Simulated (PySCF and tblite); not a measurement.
The numbers below are computed, except where a source is named.
C₆H₁₀, numbered as in [CH:1]#[C:2][CH2:3][CH2:4][CH2:5][CH3:6].

Search: ETKDG and KDG, MMFF94s, GFN2-xTB, 90 starts; geometries at GFN2-xTB. Weights use BLYP-D3(BJ)/6-311G** energies plus GFN2-xTB zero-point and thermal terms (modes under about 100 cm⁻¹ blended into free rotors). Symmetry numbers and mirror images are counted. Conformers within 3 kcal/mol (GFN2-xTB free energy) were kept, 4 at most. Codes: tblite and PySCF.

Torsions listed: C2–C3–C4–C5, C3–C4–C5–C6. Of a mirror pair one member is shown.

```json
{"conformer": "1", "shape": "180°, 180°", "symmetry": "Cs", "E(GFN2) kcal/mol": "0.07"}
{"conformer": "2", "shape": "-175°, -66°", "symmetry": "C1 (pair)", "E(GFN2) kcal/mol": "0.60"}
{"conformer": "3", "shape": "65°, -179°", "symmetry": "C1 (pair)", "E(GFN2) kcal/mol": "0.00"}
{"conformer": "4", "shape": "60°, 67°", "symmetry": "C1 (pair)", "E(GFN2) kcal/mol": "0.53"}
```

Task: Which of these conformers is the most populated at 298.15 K, and with what share?

Result: Conformer 3, about 43 %. The lead over the next is within the error of the method.

Task: Give the DFT energies and free energies relative to the lowest, and all weights.

Result: 
```
conformer        shape  E(DFT) kcal/mol  G(298.15 K) kcal/mol  weight %
        1   180°, 180°             0.20                  0.49      18.8
        2  -175°, -66°             0.68                  0.70      13.2
        3   65°, -179°             0.00                  0.00      42.6
        4     60°, 67°             0.18                  0.30      25.5
```

Task: How does its share change from 150 K to 400 K?

Result: From 55 % to 39 %; the mixing entropy goes from 3.37 to 3.75 cal/(mol K).
